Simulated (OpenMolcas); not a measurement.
# OH (SMILES [OH]): a chain of runs

Aim: a single-point energy (UHF/pcseg-0), then the energy (CASSCF(3,3)/pcseg-0), then a single-point energy (CASPT2(3,3)/pcseg-0), then the energy (SC-NEVPT2(3,3)/pcseg-0), then a single-point energy (MRCI(3,3)/pcseg-0) of OH. 

The calculation is run with OpenMolcas 26.06.

### 1 The structure to begin with

OH has 2 atoms, charge 0, and is taken as a doublet. SMILES: `[OH]`. The O1–H2 distance was set to 1.445 Å, away from the relaxed value.

Bond lengths: O1–H2 1.445 Å.

### 2 The energy at UHF/pcseg-0 (run 1)

Input file step1.input:

```
* HO Hartree-Fock

&GATEWAY
  BasLib
  $CurrDir
  Coord
  2
  angstrom
  O        0.823558      -0.263666       0.424869
  H       -0.411770       0.131830      -0.212430
  Basis
  pcseg-0
  Group
  NoSym

&SEWARD

&SCF
  UHF
  Spin
  2
  Scramble
  0.25
  PrOrbitals
  1 1
```

The basis set pcseg-0 is read from a file made from the Basis Set Exchange's data (not shown).

Command:

```
$ export MOLCAS_MEM=1860
$ pymolcas step1.input > step1.log
```

What it wrote:

```text
--- Start Module: gateway ---
[...]
--- Stop Module: gateway /rc=_RC_ALL_IS_WELL_ ---
--- Start Module: seward ---
[...]
      Basis functions           11
--- Stop Module: seward /rc=_RC_ALL_IS_WELL_ ---
--- Start Module: scf ---
[...]
       Convergence after  19 Iterations
[...]
::    Total SCF energy                                -75.0992335392
[...]
      Total spin, S                                     0.6979874161
[...]
      Total electronic charge=    9.000000
      Total            charge=   -0.000000
[...]
      Dipole Moment (debye):
      Origin of the operator (angstrom)=    0.7503   -0.2402    0.3871
                   X= -1.0002E+00               Y=  3.2020E-01               Z= -5.1598E-01           Total=  1.1701E+00
      Quadrupole Moment (debye*angstrom):
[...]
--- Stop Module: scf /rc=_RC_ALL_IS_WELL_ ---
[...]
```

Wall time 2.9 s (1 thread of Intel Xeon Platinum 8488C (Sapphire Rapids), shared host); peak memory 0.37 GiB.

### 3 A single-point energy at CASSCF(3,3)/pcseg-0 (run 2)

Input file step2.inp:

```
&GATEWAY
 BasLib
 $CurrDir
 Coord
 2
 angstrom
 O        0.823558      -0.263666       0.424869
 H       -0.411770       0.131830      -0.212430
 Basis
 pcseg-0
 Group
 NoSym

&SEWARD

&RASSCF
 FileOrb
 $CurrDir/step1.UnaOrb
 Spin
 2
 Nactel
 3 0 0
 Inactive
 3
 Ras2
 3
 OrbListing
 Nothing
```

The basis set pcseg-0 is read from a file made from the Basis Set Exchange's data (not shown).

Command:

```
$ export MOLCAS_MEM=1860
$ pymolcas step2.inp > step2.log
```

What it wrote:

```text
--- Start Module: gateway ---
[...]
--- Stop Module: gateway /rc=_RC_ALL_IS_WELL_ ---
--- Start Module: seward ---
[...]
      Basis functions           11
--- Stop Module: seward /rc=_RC_ALL_IS_WELL_ ---
[...]
--- Start Module: rasscf ---
[...]
      Number of active orbitals                  3
[...]
      Spin quantum number                      0.5
[...]
      Active orbitals                            3
[...]
      Number of CSFs                             8
[...]
      Number of root(s) required                 1
[...]
      Convergence after 10 iterations
[...]
      printout of CI-coefficients larger than  0.05 for root  1
      energy=     -75.136946
      conf/sym  111     Coeff  Weight
             1  2u0  -0.95802 0.91781
             4  udu  -0.10800 0.01166
             6  uud  -0.06235 0.00389
             8  0u2  -0.25815 0.06664
      Natural orbitals and occupation numbers for root  1
      sym 1:   1.851169   1.000000   0.148831
      ************************************************************************************************************************
      *                                                    Final results                                                     *
[...]
::    RASSCF root number  1 Total energy:    -75.13694618
[...]
      Total electronic charge=    9.000000
      Total            charge=   -0.000000
[...]
      Dipole Moment (debye):
      Origin of the operator (angstrom)=    0.7503   -0.2402    0.3871
                   X= -1.1115E+00               Y=  3.5585E-01               Z= -5.7341E-01           Total=  1.3003E+00
      Quadrupole Moment (debye*angstrom):
[...]
--- Stop Module: rasscf /rc=_RC_ALL_IS_WELL_ ---
[...]
```

Run time: 3.3 s. Hardware: 1 thread of Intel Xeon Platinum 8488C (Sapphire Rapids), shared host; peak memory 0.37 GiB.

### 4 The energy at CASPT2(3,3)/pcseg-0 (run 3)

Input file step3.input:

```
&GATEWAY
 BasLib=$CurrDir
 Coord
 2
 angstrom
 O        0.823558      -0.263666       0.424869
 H       -0.411770       0.131830      -0.212430
 Basis=pcseg-0
 Group=NoSym

&SEWARD

&RASSCF
 FileOrb=$CurrDir/step2.RasOrb
 Spin=2
 Nactel=3 0 0
 Inactive=3
 Ras2=3
 OrbListing=Nothing

&CASPT2
 Imaginary=0.1
 Frozen=1
```

The basis set pcseg-0 is read from a file made from the Basis Set Exchange's data (not shown).

Command:

```
$ export MOLCAS_MEM=1860
$ pymolcas step3.input > step3.log
```

What it wrote:

```text
--- Start Module: gateway ---
[...]
--- Stop Module: gateway /rc=_RC_ALL_IS_WELL_ ---
[...]
      Basis functions           11
[...]
--- Start Module: rasscf ---
[...]
      Number of active orbitals                  3
[...]
      Spin quantum number                      0.5
[...]
      Active orbitals                            3
[...]
      Number of CSFs                             8
[...]
      Number of root(s) required                 1
[...]
      Convergence after  4 iterations
[...]
      printout of CI-coefficients larger than  0.05 for root  1
      energy=     -75.136946
      conf/sym  111     Coeff  Weight
             1  2u0  -0.95802 0.91781
             4  udu  -0.10800 0.01166
             6  uud  -0.06235 0.00389
             8  0u2  -0.25815 0.06664
      Natural orbitals and occupation numbers for root  1
      sym 1:   1.851169   1.000000   0.148831
      ************************************************************************************************************************
      *                                                    Final results                                                     *
[...]
::    RASSCF root number  1 Total energy:    -75.13694618
[...]
      Total electronic charge=    9.000000
      Total            charge=   -0.000000
[...]
      Dipole Moment (debye):
      Origin of the operator (angstrom)=    0.7503   -0.2402    0.3871
                   X= -1.1115E+00               Y=  3.5585E-01               Z= -5.7341E-01           Total=  1.3003E+00
      Quadrupole Moment (debye*angstrom):
[...]
--- Stop Module: rasscf /rc=_RC_ALL_IS_WELL_ ---
--- Start Module: caspt2 ---
[...]
 ###    WARNING: User changed nr of frozen orbitals.                         ###
 ###############################################################################
[...]
      E2 (Variational):          -0.0664466931
      Total energy:             -75.2033928781
[...]
      Reference weight:           0.98376
[...]
::    CASPT2 Root  1     Total energy:    -75.20339288
[...]
--- Stop Module: caspt2 /rc=_RC_ALL_IS_WELL_ ---
[...]
```

Run time: 2.5 s. Hardware: 1 thread of Intel Xeon Platinum 8488C (Sapphire Rapids), shared host; peak memory 0.37 GiB.

### 5 The energy at SC-NEVPT2(3,3)/pcseg-0 (run 4)

Input file step4.input:

```
* HO NEVPT2
&GATEWAY
BasLib=$CurrDir
Coord
2
angstrom
O        0.823558      -0.263666       0.424869
H       -0.411770       0.131830      -0.212430
Basis=pcseg-0
Group=NoSym
&SEWARD
&RASSCF
FileOrb=$CurrDir/step2.RasOrb
Spin=2
Nactel=3 0 0
Inactive=3
Ras2=3
OrbListing=Nothing
&CASPT2
SC-NEVPT2
Frozen=1
```

The basis set pcseg-0 is read from a file made from the Basis Set Exchange's data (not shown).

Command:

```
$ export MOLCAS_MEM=1860
$ pymolcas step4.input > step4.log
```

What it wrote:

```text
--- Start Module: gateway ---
[...]
--- Stop Module: gateway /rc=_RC_ALL_IS_WELL_ ---
[...]
      Basis functions           11
[...]
--- Start Module: rasscf ---
[...]
      Number of active orbitals                  3
[...]
      Spin quantum number                      0.5
[...]
      Active orbitals                            3
[...]
      Number of CSFs                             8
[...]
      Number of root(s) required                 1
[...]
      Convergence after  4 iterations
[...]
      printout of CI-coefficients larger than  0.05 for root  1
      energy=     -75.136946
      conf/sym  111     Coeff  Weight
             1  2u0  -0.95802 0.91781
             4  udu  -0.10800 0.01166
             6  uud  -0.06235 0.00389
             8  0u2  -0.25815 0.06664
      Natural orbitals and occupation numbers for root  1
      sym 1:   1.851169   1.000000   0.148831
      ************************************************************************************************************************
      *                                                    Final results                                                     *
[...]
::    RASSCF root number  1 Total energy:    -75.13694618
[...]
      Total electronic charge=    9.000000
      Total            charge=   -0.000000
[...]
      Dipole Moment (debye):
      Origin of the operator (angstrom)=    0.7503   -0.2402    0.3871
                   X= -1.1115E+00               Y=  3.5585E-01               Z= -5.7341E-01           Total=  1.3003E+00
      Quadrupole Moment (debye*angstrom):
[...]
--- Stop Module: rasscf /rc=_RC_ALL_IS_WELL_ ---
[...]
--- Start Module: caspt2 ---
[...]
 ###    WARNING: User changed nr of frozen orbitals.                         ###
 ###############################################################################
[...]
      E2 (Variational):          -0.0656917030
[...]
      E2 (Variational):          -0.0655368704
      Total energy:             -75.2024830554
[...]
      Reference weight:           0.98411
[...]
::    SC-NEVPT2 Root  1     Total energy:    -75.20248306
[...]
--- Stop Module: caspt2 /rc=_RC_ALL_IS_WELL_ ---
[...]
```

Wall time 3 s (1 thread of Intel Xeon Platinum 8488C (Sapphire Rapids), shared host); peak memory 0.37 GiB.

### 6 The energy at MRCI(3,3)/pcseg-0 (run 5)

Input file step5.input:

```
* HO MRCI
&GATEWAY
BasLib = $CurrDir
Coord
2
angstrom
O        0.823558      -0.263666       0.424869
H       -0.411770       0.131830      -0.212430
Basis = pcseg-0
Group = NoSym
&SEWARD
&RASSCF
FileOrb = $CurrDir/step2.RasOrb
Spin = 2
Nactel = 3 0 0
Inactive = 3
Ras2 = 3
OrbListing = Nothing
&MOTRA
LumOrb
Frozen = 1
&GUGA
Electrons = 7
Spin = 2
Inactive = 2
Active = 3
CIAll = 1
&MRCI
SDCI
```

The basis set pcseg-0 is read from a file made from the Basis Set Exchange's data (not shown).

Command:

```
$ export MOLCAS_MEM=1860
$ pymolcas step5.input > step5.log
```

What it wrote:

```text
--- Start Module: gateway ---
[...]
--- Stop Module: gateway /rc=_RC_ALL_IS_WELL_ ---
[...]
      Basis functions           11
[...]
      Number of active orbitals                  3
[...]
      Spin quantum number                      0.5
[...]
      Active orbitals                            3
[...]
      Number of CSFs                             8
[...]
      Number of root(s) required                 1
[...]
      Convergence after  4 iterations
[...]
      printout of CI-coefficients larger than  0.05 for root  1
      energy=     -75.136946
      conf/sym  111     Coeff  Weight
             1  2u0  -0.95802 0.91781
             4  udu  -0.10800 0.01166
             6  uud  -0.06235 0.00389
             8  0u2  -0.25815 0.06664
      Natural orbitals and occupation numbers for root  1
      sym 1:   1.851169   1.000000   0.148831
      ************************************************************************************************************************
      *                                                    Final results                                                     *
[...]
::    RASSCF root number  1 Total energy:    -75.13694618
[...]
      Dipole Moment (debye):
      Origin of the operator (angstrom)=    0.7503   -0.2402    0.3871
                   X= -1.1115E+00               Y=  3.5585E-01               Z= -5.7341E-01           Total=  1.3003E+00
      Quadrupole Moment (debye*angstrom):
[...]
      *** WARNING: Default frozen orbitals is overwritten by user input.
      *** Default values:   1
[...]
--- Start Module: guga ---
[...]
--- Stop Module: guga /rc=_RC_ALL_IS_WELL_ ---
--- Start Module: mrci ---
[...]
       (But an ACPF correction will be computed)
       USE THE DEFAULT ACPF G-VALUE GFAC=  0.28571428571428570
[...]
                      CI ENERGY:   -75.20852746
[...]
                ACPF CORRECTION:    -0.00101100
[...]
      Total electronic charge=    9.000000
      Total            charge=   -0.000000
[...]
     ACPF CORRECTION:     -0.00101100
[...]
  CI State   1     Total energy:    -75.20852746     QDav:     -0.00142344     QACPF:     -0.00101100
[...]
--- Stop Module: mrci /rc=_RC_ALL_IS_WELL_ ---
[...]
```

Run time: 3 s. Hardware: 1 thread of Intel Xeon Platinum 8488C (Sapphire Rapids), shared host; peak memory 0.37 GiB.

### 7 Outcome

```
                                                     quantity         value
                             run 1, UHF/pcseg-0: total energy  -75.09923 Eh
                            run 1, UHF/pcseg-0: dipole moment        1.17 D
       run 1, UHF/pcseg-0: HOMO energy (highest over α and β)     -13.63 eV
        run 1, UHF/pcseg-0: LUMO energy (lowest over α and β)       2.94 eV
                                     run 1, UHF/pcseg-0: ⟨S²⟩         1.185
                     run 2, CASSCF(3,3)/pcseg-0: total energy  -75.13695 Eh
   run 2, CASSCF(3,3)/pcseg-0: dipole moment (CASSCF density)        1.30 D
                     run 3, CASPT2(3,3)/pcseg-0: total energy  -75.20339 Eh
   run 3, CASPT2(3,3)/pcseg-0: dipole moment (CASSCF density)        1.30 D
                  run 4, SC-NEVPT2(3,3)/pcseg-0: total energy  -75.20248 Eh
run 4, SC-NEVPT2(3,3)/pcseg-0: dipole moment (CASSCF density)        1.30 D
                       run 5, MRCI(3,3)/pcseg-0: total energy  -75.20853 Eh
     run 5, MRCI(3,3)/pcseg-0: dipole moment (CASSCF density)        1.30 D
```

⟨S²⟩ (run 1, UHF/pcseg-0) is 1.19 where a pure doublet has 0.75: the reference is spin-contaminated.
